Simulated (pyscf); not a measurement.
PySCF, gas phase, ωB97X-D3(BJ)/def2-SVP geometries.

Task: PBE/def2-TZVP puts the barrier of H₂O + HO–TiH(F)–F → HO–Ti(OH)(F)–F + H₂ (four-centre exchange; singlet surface; H–O, H–Ti broken, O–Ti, H–H formed) at -13.1 kJ/mol and the reaction energy at -142.7 kJ/mol, from the separated reactants. What do B3LYP-D3(BJ)/def2-TZVP, M06-2X/def2-TZVP, ωB97M-D3(BJ)/def2-TZVP give on the same structures?

Result: B3LYP-D3(BJ): ΔE‡ = 5.4 kJ/mol, ΔE = -141.0 kJ/mol; M06-2X: ΔE‡ = 9.9 kJ/mol, ΔE = -140.8 kJ/mol; ωB97M-D3(BJ): ΔE‡ = 19.0 kJ/mol, ΔE = -128.7 kJ/mol. PBE's barrier lies under all of them, by 18.5 to 32.1 kJ/mol. Its reaction energy lies under all of them, by 1.7 to 13.9 kJ/mol. Low barriers are usual for a GGA, whose delocalisation error favours stretched bonds. On the reactant side the descent ends in an adduct with a O–Ti contact, 55.0 kJ/mol under the separated species and 64.6 kJ/mol under the saddle at ωB97X-D3(BJ)/def2-TZVP. At PBE the saddle lies under the separated reactants, which points to a path from their complex (located at ωB97X-D3(BJ) alone). What is counted as formed (O–Ti) is already present as a longer contact in the reactant adduct; forming that adduct is a step of its own. At the saddle there is also a short H–Ti contact that neither side keeps. At ωB97X-D3(BJ)/def2-TZVP the barrier from the zero used here is 9.7 kJ/mol. This is the saddle that the search found; another between the same sides may lie lower.
